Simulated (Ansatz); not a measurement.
**BH2F− (SMILES [BH2-]F): UCAM-B3LYP/STO-3G**

What is the energy change on altering one bond length of BH2F− at UCAM-B3LYP/STO-3G? 

Program for the calculation: Ansatz 0.2.0.

1 further run of the same task is left out (it didn't finish).

## Step 1: The structure to begin with

BH2F− has 4 atoms, charge -1, and is taken as a doublet. As SMILES, `[BH2-]F`. The shape is that of a GFN2-xTB optimisation.

Bond lengths: B1–F2 1.499 Å, B1–H3 1.242 Å, B1–H4 1.242 Å. Angles: F2–B1–H3 108.4°, F2–B1–H4 108.4°, H3–B1–H4 113.0°.

## Step 2: A single-point energy at UCAM-B3LYP/STO-3G

File input.yaml:

```yaml
crystal:
  periodic: [false, false, false]
  atoms:
    - {symbol: B, position_ang: [-0.086340, 0.304430, 0.102380]}
    - {symbol: F, position_ang: [1.031910, -0.468820, 0.732960]}
    - {symbol: H, position_ang: [-1.140340, -0.333670, 0.256190]}
    - {symbol: H, position_ang: [0.194760, 0.498060, -1.091520]}
basis:
  gaussian:
    orbitals: STO-3G
magnetization:
  spin_polarized: true
  initial_magnetization: 1
accuracy: high
total_charge: -1
hamiltonian:
  xc: {name: CAM-B3LYP}
```

Run with:

```sh
$ ansatz run input.yaml --threads 1 --pin off --max-ram 2610MiB --events-out events.jsonl --progress --plain --runs-dir runs
```

Standard output:

```text
Warning: RAYON_NUM_THREADS=1 ignored (pool sized by the plan → 1); use --threads N
Functional definition: CAM-B3LYP
  name "CAM-B3LYP"
  parameter alpha = 0.19
  parameter beta = 0.46
  parameter omega = 0.33/bohr
  parameter ac = 0.81
  exchange = (1 - alpha - beta)*b88_x + beta*b88_x_sr(omega) + alpha*exact_x + beta*exact_x_lr(omega)
  correlation = (1 - ac)*vwn5_c + ac*lyp_c
188 factors; integrals over basis functions are off by at most 3.7e-8 eV
118 factors; integrals over basis functions are off by at most 8.9e-10 eV
mean field evaluation 1: about -3366.0943 eV, gradient 2.5e1 eV
mean field evaluation 2: about -3369.4244 eV, gradient 1.4e1 eV
mean field evaluation 4: about -3370.9603 eV, gradient 6.0e-1 eV
mean field evaluation 8: about -3370.9373 eV, gradient 3.9e-3 eV
mean field evaluation 16: about -3370.9373 eV, gradient 4.7e-7 eV
mean field -3370.93725063 eV, -123.8796590572 hartree, gradient 9.4e-9 eV, S^2 0.751139; 0 other end points of the search recorded, 0 dependent functions left out
reference -3370.93726064 eV, -123.8796594251 hartree; 9, 8 occupied and 3, 4 virtual orbitals, 188 factors
Total energy: -3370.93726064 eV, -123.8796594251 hartree
```

Wall time 1.1 s (1 thread of AMD EPYC 7R43 (Zen 3), shared host); peak memory 0.12 GiB.

## Step 3: The distorted shape at the same level

File run.yaml:

```yaml
crystal:
  periodic: [false, false, false]
  atoms:
    - {symbol: B, position_ang: [-0.156622, 0.256018, 0.400884]}
    - {symbol: F, position_ang: [0.961628, -0.517232, 1.031464]}
    - {symbol: H, position_ang: [-1.210622, -0.382082, 0.554694]}
    - {symbol: H, position_ang: [0.194760, 0.498060, -1.091520]}
basis:
  gaussian: {orbitals: STO-3G}
total_charge: -1
magnetization: {spin_polarized: true, initial_magnetization: 1}
hamiltonian: {xc: {name: CAM-B3LYP}}
accuracy: high
```

Run with:

```sh
$ ansatz run run.yaml --threads 1 --pin off --max-ram 2610MiB --events-out events.jsonl --progress --plain --runs-dir runs
```

Standard output, cut to the lines that bear on the results:

```text
Warning: RAYON_NUM_THREADS=1 ignored (pool sized by the plan → 1); use --threads N
[... 8 set-up lines as earlier in the session ...]
187 factors; integrals over basis functions are off by at most 4.0e-8 eV
119 factors; integrals over basis functions are off by at most 9.0e-10 eV
mean field evaluation 1: about -3363.3737 eV, gradient 3.0e1 eV
mean field evaluation 2: about -3368.0366 eV, gradient 1.5e1 eV
mean field evaluation 4: about -3370.0554 eV, gradient 8.6e-1 eV
mean field evaluation 8: about -3370.0247 eV, gradient 1.4e-2 eV
mean field evaluation 16: about -3370.0247 eV, gradient 5.9e-6 eV
mean field -3370.02469660 eV, -123.8461233151 hartree, gradient 2.0e-8 eV, S^2 0.751057; 0 other end points of the search recorded, 0 dependent functions left out
reference -3370.02470688 eV, -123.8461236930 hartree; 9, 8 occupied and 3, 4 virtual orbitals, 187 factors
Total energy: -3370.02470688 eV, -123.8461236930 hartree
```

Wall time 1.1 s (1 thread of AMD EPYC 7R43 (Zen 3), shared host); peak memory 0.12 GiB.

## Step 4: Summary of results

Level: UCAM-B3LYP/STO-3G.

| quantity | value |
| --- | --- |
| first shape: total energy | -123.87966 Eh |
| first shape: ⟨S²⟩ | 0.751 |
| distorted shape: total energy | -123.84612 Eh |
| distorted shape: ⟨S²⟩ | 0.751 |
| energy change with the B1–H4 bond stretched from 1.242 to 1.552 Å | 0.913 eV |

In words: With the B1–H4 bond stretched from 1.242 to 1.552 Å the energy rises by 0.91 eV (88.0 kJ/mol). The first shape isn't relaxed at this level, so the change isn't measured from a minimum. The minimal basis adds a large error of its own.
